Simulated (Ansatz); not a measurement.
## Elastic constant C44 of 1T (CdI2-type) HfS2 at several levels of theory

No measured value is used here.

Q: Put these levels in order of the elastic constant C44 that they give for 1T (CdI2-type) HfS2, smallest first: LDA (Ansatz, a quantum-chemistry and plane-wave program), PBE (Ansatz), PBE-D4 (Ansatz).

A: PBE (0.35 GPa), PBE-D4 (9.36 GPa), LDA (12.7 GPa)

Unless a cell is named, each level is at its own relaxed cell (LDA 20.74, PBE 26.42, PBE-D4 22.13 Å³/atom).

Density-functional levels without +SOC have no spin–orbit coupling. PBE: the cell comes from a level without a dispersion term, which matters for the spacing of layers, chains or molecules. PBE-D4: the dispersion coefficients are held fixed in the derivatives. LDA: LDA has no dispersion term either, though it tends to give short spacings of layers, chains or molecules. Each level is taken at its own relaxed cell. Ansatz's density-functional and Hartree–Fock values are scalar-relativistic unless marked +SOC, with PAW data made under PBE.
